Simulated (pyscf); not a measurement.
Optimised with ωB97X-D3(BJ)/def2-SVP in PySCF.

SMILES: O[Si](O[SiH3])(O[SiH3])O[SiH3]
```xyz
18

O     -2.4973    -0.3163     0.4087
Si    -1.1478    -0.1110    -0.4995
O     -1.3032     1.1197    -1.5834
Si    -0.4732     2.5604    -1.7514
O     -0.7922    -1.4743    -1.3540
Si    -0.2111    -1.6765    -2.9071
O      0.0906     0.2448     0.5148
Si     1.4905    -0.5699     0.9187
H     -3.3021    -0.5716    -0.0525
H     -0.7043     3.4361    -0.5698
H      0.9866     2.2942    -1.8936
H     -0.9796     3.2281    -2.9795
H      0.3457    -3.0508    -3.0098
H     -1.3132    -1.5064    -3.8943
H      0.8602    -0.6778    -3.1877
H      1.1672    -1.8442     1.6174
H      2.2723    -0.8727    -0.3151
H      2.2874     0.3114     1.8107
```

**Question.** How much does it cost (ΔH, 298 K, ωB97M-D3(BJ)/def2-TZVP) to split HO–Si(O–SiH₃)(O–SiH₃)–O–SiH₃ (SMILES O[Si](O[SiH3])(O[SiH3])O[SiH3]) at its O–Si bond into OH• + H₃Si–O–Si•(O–SiH₃)–O–SiH₃?

**Answer.** O–Si to OH• + H₃Si–O–Si•(O–SiH₃)–O–SiH₃: 578.5 kJ/mol. The 7 functionals that were run give +544.7 (PBE) to +578.5 kJ/mol (M06-2X). Other isomers of H₃Si–O–Si•(O–SiH₃)–O–SiH₃ were not searched in full and may lie lower. Left out: the spin-orbit lowering of OH.
